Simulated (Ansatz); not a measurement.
## A relaxation, step by step

SiH4ClF, singlet, PBE0-D4/def2-TZVP (Ansatz 0.2.0). Settings:

```yaml
hamiltonian: {xc: pbe0, dispersion: d4}
relax: {f_tol: 0.005, max_steps: 200}
```

Start, a step off a saddle point along its unstable mode:

```
7
angstrom
Si -0.5273 -0.3871 0.1140
F 1.0237 -0.7476 -0.1015
H -0.9323 -1.7520 -0.2164
H -0.7160 -0.0200 1.5238
H -1.3419 0.5010 -0.8594
H 1.4537 0.5401 -0.2495
Cl 1.0399 1.8654 -0.2111
```

| step | energy less the last (meV) | largest force component (eV/Å) |
| --- | --- | --- |
| 1 | 951.6 | 2.612 |
| 2 | 490.6 | 1.845 |
| 3 | 174.4 | 1.067 |
| 4 | 50.3 | 0.815 |
| 5 | 11.5 | 0.507 |
| 6 | 5.9 | 0.345 |
| 7 | 2.5 | 0.128 |
| 8 | 1.3 | 0.017 |
| 9 | 1.1 | 0.014 |
| 10 (rejected trial) | 1.2 | 0.192 |
| 11 | 0.8 | 0.035 |
| 12 | 0.8 | 0.156 |
| 13 | 0.4 | 0.060 |
| 14 | 0.3 | 0.004 |
| 15 | 0.2 | 0.013 |
| 16 (rejected trial) | 0.3 | 0.100 |
| 17 (rejected trial) | 0.4 | 0.104 |
| 18 | 0.1 | 0.001 |
| 19 | 0.0 | 0.039 |
| 20 | 0.0 | 0.017 |
| 21 | 0.0 | 0.003 |
| 22 | 0.0 | 0.001 |

Step 2, positions (Å) and forces (eV/Å):

| atom | x | y | z | Fx | Fy | Fz |
| --- | --- | --- | --- | --- | --- | --- |
| Si1 | -0.580 | -0.469 | 0.085 | -0.890 | -0.514 | 0.164 |
| F2 | 1.017 | -0.710 | -0.168 | 0.080 | -0.656 | -0.248 |
| H3 | -1.050 | -1.858 | -0.133 | -0.155 | 0.049 | 0.096 |
| H4 | -0.743 | -0.034 | 1.485 | 0.040 | 0.000 | 0.000 |
| H5 | -1.305 | 0.441 | -0.844 | 0.424 | -0.140 | 0.004 |
| H6 | 1.471 | 0.642 | -0.250 | 0.037 | 1.845 | 0.052 |
| Cl7 | 1.190 | 1.987 | -0.176 | 0.464 | -0.584 | -0.069 |

Step 5, positions (Å) and forces (eV/Å):

| atom | x | y | z | Fx | Fy | Fz |
| --- | --- | --- | --- | --- | --- | --- |
| Si1 | -0.719 | -0.682 | 0.105 | 0.447 | 0.024 | -0.186 |
| F2 | 0.871 | -0.782 | -0.242 | -0.507 | 0.016 | 0.113 |
| H3 | -1.290 | -2.041 | -0.028 | 0.025 | -0.006 | 0.021 |
| H4 | -0.840 | -0.168 | 1.485 | -0.007 | -0.019 | 0.038 |
| H5 | -1.331 | 0.250 | -0.869 | 0.015 | -0.032 | 0.019 |
| H6 | 1.707 | 1.074 | -0.277 | 0.020 | -0.036 | -0.011 |
| Cl7 | 1.602 | 2.349 | -0.174 | 0.008 | 0.052 | 0.007 |

Step 21, positions (Å) and forces (eV/Å):

```json
{"atom": "Si1", "x": "-0.838", "y": "-0.736", "z": "0.117", "Fx": "0.002", "Fy": "0.000", "Fz": "-0.001"}
{"atom": "F2", "x": "0.722", "y": "-0.507", "z": "-0.218", "Fx": "-0.003", "Fy": "-0.001", "Fz": "0.001"}
{"atom": "H3", "x": "-1.119", "y": "-2.180", "z": "-0.044", "Fx": "0.001", "Fy": "0.001", "Fz": "0.000"}
{"atom": "H4", "x": "-1.068", "y": "-0.298", "z": "1.512", "Fx": "0.000", "Fy": "0.000", "Fz": "0.000"}
{"atom": "H5", "x": "-1.627", "y": "0.074", "z": "-0.837", "Fx": "0.001", "Fy": "0.000", "Fz": "0.001"}
{"atom": "H6", "x": "1.786", "y": "1.207", "z": "-0.288", "Fx": "0.000", "Fy": "0.002", "Fz": "0.000"}
{"atom": "Cl7", "x": "2.145", "y": "2.439", "z": "-0.242", "Fx": "0.000", "Fy": "-0.002", "Fz": "0.000"}
```

Last step (22):

```json
{"atom": "Si1", "x (Å)": "-0.8400", "y (Å)": "-0.7366", "z (Å)": "0.1176"}
{"atom": "F2", "x (Å)": "0.7195", "y (Å)": "-0.5018", "z (Å)": "-0.2175"}
{"atom": "H3", "x (Å)": "-1.1158", "y (Å)": "-2.1815", "z (Å)": "-0.0446"}
{"atom": "H4", "x (Å)": "-1.0716", "y (Å)": "-0.3001", "z (Å)": "1.5123"}
{"atom": "H5", "x (Å)": "-1.6321", "y (Å)": "0.0711", "z (Å)": "-0.8362"}
{"atom": "H6", "x (Å)": "1.7858", "y (Å)": "1.2095", "z (Å)": "-0.2878"}
{"atom": "Cl7", "x (Å)": "2.1541", "y (Å)": "2.4392", "z (Å)": "-0.2440"}
```

The run took about 16 s on 2 CPU threads of an AMD EPYC 9R45 (shared host).
